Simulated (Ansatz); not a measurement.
Reaction (SMILES): P (PH3) + H+ → [PH4+]
B3LYP-D3(BJ)/def2-TZVP geometries, fixed; electronic energies without zero-point terms; positive where energy is released.

Energies in hartree at CCSD(T) with Ansatz (a quantum-chemistry and plane-wave program); the proton affinity is their sum with the coefficients shown, times 627.509 kcal/mol a hartree; the bare proton counts zero. All functions are spherical. Cores are frozen. No added dispersion term, no relativity.

```json
[
 {"species": "P (PH3)", "coefficient": "+1", "part": "Hartree-Fock", "cc-pV(D+d)Z": "-342.47590", "cc-pV(T+d)Z": "-342.48995", "cc-pV(Q+d)Z": "-342.49365"},
 {"species": "P (PH3)", "coefficient": "+1", "part": "correlation", "cc-pV(D+d)Z": "-0.16813", "cc-pV(T+d)Z": "-0.20524", "cc-pV(Q+d)Z": "-0.21593"},
 {"species": "[PH4+]", "coefficient": "-1", "part": "Hartree-Fock", "cc-pV(D+d)Z": "-342.79293", "cc-pV(T+d)Z": "-342.80994", "cc-pV(Q+d)Z": "-342.81420"},
 {"species": "[PH4+]", "coefficient": "-1", "part": "correlation", "cc-pV(D+d)Z": "-0.16192", "cc-pV(T+d)Z": "-0.19405", "cc-pV(Q+d)Z": "-0.20396"}
]
```

Predict the proton affinity in cc-pV(5+d)Z (X = 5): let each Hartree-Fock step shrink by the ratio of the last two, and fit each correlation energy at X = 3 and 4 to E + A/X^3. Compare with the run.


- P (PH3): steps -0.01405 and -0.00370, ratio 0.263, so Hartree-Fock -342.49462 (run: -342.49439); A = (-0.20524 - (-0.21593))/(1/27 - 1/64) = 0.4993, correlation -0.21593 - A/64 + A/125 = -0.21974 (run: -0.21929).
- [PH4+]: steps -0.01701 and -0.00426, ratio 0.250, so Hartree-Fock -342.81527 (run: -342.81507); A = (-0.19405 - (-0.20396))/(1/27 - 1/64) = 0.4628, correlation -0.20396 - A/64 + A/125 = -0.20749 (run: -0.20697).
Predicted 193.52 kcal/mol; the run in cc-pV(5+d)Z gives 193.50, a miss of 0.03. Keeping the value in cc-pV(Q+d)Z, 193.64, would miss by 0.14. All sums are of the energies as printed.
